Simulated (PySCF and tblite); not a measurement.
Values are calculated unless marked as measured or tabulated.
System: C4H6FN, numbered as in [H]/[N:6]=[C:4](\[C:2](=[CH2:1])[F:3])[CH3:5].

Motion: rotation about the C2–C4 bond (torsion C1–C2–C4–C5 from 180° to 360°, rising). GFN2-xTB gives an electronic barrier of 3.8 kcal/mol and a reaction energy of 0.1 kcal/mol.

(1) What does PBE0/pcSseg-1 + D3(BJ) give on GFN2-xTB geometries?

Programs: tblite and PySCF.

## Answers

(1) A barrier of 4.3 kcal/mol, 0.5 above the tight-binding barrier (from unrounded values), a reaction energy of -2.7 kcal/mol and, with GFN2-xTB thermal terms, ΔG‡(298 K) = 4.5 kcal/mol and k = 6.5×10⁹ s⁻¹ (2 equivalent paths).
